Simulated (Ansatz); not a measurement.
Scandium, hcp: convergence with cold smearing

Computed with Ansatz, PBE, scalar-relativistic PAW, on the relaxed cell (a = 3.319 Å, c = 5.184 Å (c/a = 1.562); spin not included). Errors count from a run at 420 eV on a Γ-centred 18×18×10 mesh with Fermi-Dirac smearing of 0.1 eV, extrapolated to zero width. Fixed here: cutoff 420 eV, mesh 11×11×6. The SCF starts from atomic densities corrected by a trained network.

| width (eV) | E(σ→0) error (meV/atom) | F error (meV/atom) | P (GPa) | SCF iterations |
| --- | --- | --- | --- | --- |
| 0.01 | 0.9 | 0.9 | -0.27 | 5 |
| 0.03 | 1.0 | 0.9 | -0.29 | 5 |
| 0.1 | 0.8 | 1.1 | -0.28 | 5 |
| 0.2 | 1.8 | 1.0 | -0.24 | 5 |
| 0.3 | 1.6 | -0.8 | -0.25 | 5 |
| 0.6 | -0.4 | -15.0 | 0.02 | 5 |
| 1.0 | -5.3 | -61.5 | 0.86 | 5 |
